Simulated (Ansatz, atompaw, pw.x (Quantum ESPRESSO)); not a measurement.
**Be (bcc): variants of one PAW (atompaw) potential in the solid**

atompaw 4.2.0.5 input, output lines left out:

```
Be 4
LDA-PW scalarrelativistic loggrid 1500 logderivrange -2 5 176
2 2 0 0 0 0
2 1 0
0 0 0
c
v
v
2
3.00 2.80 2.80 2.80
y
0.05
n
y
0.65
n
y
0.4
y
2.65
n
custom rrkj gramschmidtortho sinc
3 0 troulliermartins
3.00
3.00
3.00
3.00
3.00
3.00
```

Crystal test: bcc Be in pw.x 7.5, no spin, 18³ k-points, Fermi–Dirac smearing 0.01 Ry, cutoffs set for each file from its atomic test. The reference is all-electron LAPW (Ansatz 0.2.0) with the same functional, mesh and smearing; V0 and B0 come from Birch–Murnaghan fits to the pressures at five volumes. Errors are pseudo minus all-electron; Δ is the rms difference of the E(V) curves that follow from these fits, minima aligned, over ±6 % about the mean V0. Mesh and smearing are coarse, so the numbers serve the comparison and aren't converged zero-temperature values; the lattice is a test structure that the element need not adopt.

All-electron: a0 = 2.461 Å (V0 = 7.46 Å³/atom), B0 = 132.0 GPa.

Base: The largest radius (3.00 bohr) exceeds half the bond length (2.01 bohr), so the spheres overlap, which is one possible source of error among others.

1 further variants are left out: they gave no file fit for a test, a broken result, the same result as the base, or pressures whose basis-set error rivals the error shown.

| change | cutoffs (Ry) | pw.x | a0 (Å) | a0 error (%) | B0 error (%) | Δ (meV/atom) | mean pressure error (GPa) |
| --- | --- | --- | --- | --- | --- | --- | --- |
| base | 40/400 | converged | 2.455 | -0.27 | +1.7 | 1.7 | -1.07 |
| all radii scaled by about 0.74 (s 2.22, p 2.22, d 2.22 bohr); local potential troulliermartins scheme with l = 3 at 0 Ry, radius 2.08 bohr; augmentation sinc compensation charge, radius 2.08 bohr; PAW radius 2.22 bohr; waves and projectors: custom rrkj gramschmidtortho; core correction smooth core density matched at 2.08 bohr | 40/400 | converged | 2.462 | +0.02 | +0.9 | 0.1 | +0.08 |
| augmentation besselshape compensation charge, radius 2.80 bohr; PAW radius 3.00 bohr; waves and projectors: custom rrkj gramschmidtortho | 40/400 | converged | 2.463 | +0.07 | +3.5 | 0.5 | +0.29 |
| augmentation sinc compensation charge, radius 2.80 bohr; PAW radius 3.00 bohr; waves and projectors: custom polynom vanderbiltortho | 40/400 | converged | 2.468 | +0.26 | +4.5 | 1.8 | +1.13 |

Question: Give the row for: local potential troulliermartins scheme with l = 3 at 0 Ry, radius 2.50 bohr.

Answer: pw.x: converged; mean pressure error (GPa): -0.74; a0 (Å): 2.457; a0 error (%): -0.19; B0 error (%): +2.5; Δ (meV/atom): 1.2.
